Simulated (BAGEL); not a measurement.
# How basis sets differ on C5H9N (pivalonitrile)

The species is C5H9N (15 atoms), meant as a singlet with charge 0. SMILES: `CC(C)(C)C#N`. The shape is that of a PBE0-D4/def2-TZVP optimisation.

Quantity: the dipole moment, in D. The values are calculated.

Measured value to compare with: NIST CCCBDB gives the dipole moment of the gas as 3.95 D.

```csv
level,kind,program,value (D),computed − measured
"HF/ANO-RCC-MB (DKH2, density fitting with tzvpp-jkfit)",Hartree–Fock,BAGEL,3.29,-0.66
"HF/ANO-RCC-VDZ (DKH2, density fitting with tzvpp-jkfit)",Hartree–Fock,BAGEL,4.38,+0.43
"HF/ANO-RCC-VDZP (DKH2, density fitting with tzvpp-jkfit)",Hartree–Fock,BAGEL,4.33,+0.38
"HF/ANO-RCC-VTZP (DKH2, density fitting with tzvpp-jkfit)",Hartree–Fock,BAGEL,4.37,+0.42
```

Nearest: HF/ANO-RCC-VDZP (DKH2, density fitting with tzvpp-jkfit) (+0.38 D); farthest: HF/ANO-RCC-MB (DKH2, density fitting with tzvpp-jkfit) (-0.66 D). The measured dipole is a vibrational average, so differences of a few hundredths of a debye mean little. Magnitudes only.
